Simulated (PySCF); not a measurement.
A GIAO shielding run with PySCF 2.14 (density fitting, non-relativistic, gas phase) on SMILES [LiH], HLi:

```
$ OMP_NUM_THREADS=1 python probes_run.py task.json out

{"job": {"kind": "nmr", "xc": "PBE0", "basis": "pcSseg-3", "pop": true}, "charge": 0, "multiplicity": 1}
Li     0.822054    -0.085627     0.007530
H     -0.772344    -0.002083    -0.029760
```

Hardware: 1 thread of an Arm Neoverse V1, shared host. The job also computes population analyses, field gradients.

(1) How large is the calculation?

(2) How long does it take, and how much memory does it need?

(3) And these other runs on the same molecule and hardware: GIAO shielding at PBE0/6-311+G(2d,p); GIAO shielding at PBE0/aug-cc-pVDZ; GIAO shielding at PBE0/cc-pVTZ?

Answers

(1) 4 electrons, 73 basis functions and 128 auxiliary functions.

(2) 1.1 s of wall time, with 10 SCF cycles and 4 response iterations; peak memory 0.28 GiB. Times on a shared host scatter by some tens of per cent.

(3) PBE0/6-311+G(2d,p): 33 functions, 0.54 s; PBE0/aug-cc-pVDZ: 32 functions, 0.56 s; PBE0/cc-pVTZ: 44 functions, 0.71 s.
